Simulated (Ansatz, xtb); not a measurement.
## Ligand exchange: C3H6 + BH(SH)2 → C3H6S + BH2(SH)

Gas-phase species: C3H6 `C=CC`, singlet; BH(SH)2, singlet; C3H6S (allyl mercaptan) `C=CCS`, singlet; BH2(SH), singlet. The partners trade H for SH: C–H and B–SH bonds give way to C–SH and B–H.

Shapes, held fixed at every level: PBE0-D4/def2-TZVP. Flexible molecules stand in one conformer, not always the lowest. Programs: Ansatz 0.2.0, xtb 6.7.1. The zero-point and thermal change to 298 K, harmonic and unscaled (PBE0-D4/def2-TZVP), is -4.8 kJ/mol.

Problem. Estimate ΔH(298 K) of this reaction.

Solution. The highest level, CCSD(T)/CBS estimate, gives ΔH(298 K) = +122.5 kJ/mol; the levels span +118.8 to +165.3. The column of differences is taken from that level and isn't an error. No measured value is set beside it here. The CBS estimate extrapolates MP2 from def2-TZVPP and def2-QZVPP and adds CCSD(T) − MP2 in the triple-zeta set, cores frozen.

| level | kind | ΔH(298 K) (kJ/mol) | less CCSD(T)/CBS estimate |
| --- | --- | --- | --- |
| GFN1-xTB | semi-empirical | +165.3 | +42.8 |
| HF/def2-TZVPP | Hartree–Fock | +118.8 | -3.7 |
| PBE-D4/def2-TZVPP | GGA | +128.3 | +5.8 |
| B3LYP-D4/def2-TZVPP | global hybrid | +123.6 | +1.1 |
| wB97M-V/def2-TZVPP | range-separated hybrid | +123.3 | +0.8 |
| CCSD/def2-SVP | coupled cluster or CI | +132.1 | +9.6 |
| CCSD(T)/def2-TZVPP | coupled cluster or CI | +122.9 | +0.4 |
| CCSD/def2-TZVPP | coupled cluster or CI | +122.2 | -0.3 |
| CCSD(T)/CBS estimate | coupled cluster or CI | +122.5 | 0.0 |
